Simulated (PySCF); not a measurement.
Energy of Ar (argon, neutral) between two integer charges

The 3p beta orbital of [Ar] is emptied in steps (occupation f), with all orbitals relaxed, ending at [Ne] 3s2 3p5. Calculation: PySCF 2.14, in jorge-DZP-DKH; the spin-free X2C one-electron Hamiltonian (Gaussian nucleus). The exact energy is a straight line in f; departures are measured from the line between the end points of the same method.

**Question.** Among UHF, LDA, PBE, PBE0, r2SCAN, LC-wPBE, BHandHLYP, wB97X, TPSS, BLYP, which shows the largest delocalisation error (convex curve), and which is closest to linear?

**Answer.** Most convex: LDA (-1.442 eV at f = 0.5); closest to linear: LC-wPBE (-0.233 eV).

```
   f  UHF (eV)  LDA (eV)  PBE (eV)  PBE0 (eV)  r2SCAN (eV)  LC-wPBE (eV)  BHandHLYP (eV)  wB97X (eV)  TPSS (eV)  BLYP (eV)
   1     0.000     0.000     0.000      0.000        0.000         0.000           0.000       0.000      0.000      0.000
0.75     0.250    -1.078    -1.046     -0.725       -0.964        -0.178          -0.416      -0.247     -1.016     -1.053
 0.5     0.323    -1.442    -1.394     -0.964       -1.264        -0.233          -0.558      -0.326     -1.352     -1.407
0.25     0.235    -1.084    -1.042     -0.719       -0.930        -0.169          -0.421      -0.242     -1.010     -1.055
   0     0.000     0.000     0.000      0.000        0.000         0.000           0.000       0.000      0.000      0.000
```

```json
{"method": "UHF", "E(f=0) − E(f=1) (eV)": "14.644", "−ε at f=1 (eV)": "16.024", "−ε at f=0.5 (eV)": "14.603"}
{"method": "LDA", "E(f=0) − E(f=1) (eV)": "16.026", "−ε at f=1 (eV)": "10.300", "−ε at f=0.5 (eV)": "16.009"}
{"method": "PBE", "E(f=0) − E(f=1) (eV)": "15.735", "−ε at f=1 (eV)": "10.159", "−ε at f=0.5 (eV)": "15.747"}
{"method": "PBE0", "E(f=0) − E(f=1) (eV)": "15.763", "−ε at f=1 (eV)": "11.890", "−ε at f=0.5 (eV)": "15.780"}
{"method": "r2SCAN", "E(f=0) − E(f=1) (eV)": "15.848", "−ε at f=1 (eV)": "10.652", "−ε at f=0.5 (eV)": "15.942"}
{"method": "LC-wPBE", "E(f=0) − E(f=1) (eV)": "15.828", "−ε at f=1 (eV)": "14.864", "−ε at f=0.5 (eV)": "15.852"}
{"method": "BHandHLYP", "E(f=0) − E(f=1) (eV)": "15.666", "−ε at f=1 (eV)": "13.459", "−ε at f=0.5 (eV)": "15.652"}
{"method": "wB97X", "E(f=0) − E(f=1) (eV)": "15.779", "−ε at f=1 (eV)": "14.458", "−ε at f=0.5 (eV)": "15.795"}
{"method": "TPSS", "E(f=0) − E(f=1) (eV)": "15.743", "−ε at f=1 (eV)": "10.325", "−ε at f=0.5 (eV)": "15.758"}
{"method": "BLYP", "E(f=0) − E(f=1) (eV)": "15.615", "−ε at f=1 (eV)": "10.009", "−ε at f=0.5 (eV)": "15.609"}
```

Reference removal energy between the ground levels: 15.760 eV (measured; NIST Atomic Spectra Database, ionization energies). The calculation has no spin-orbit coupling. UHF lacks correlation.
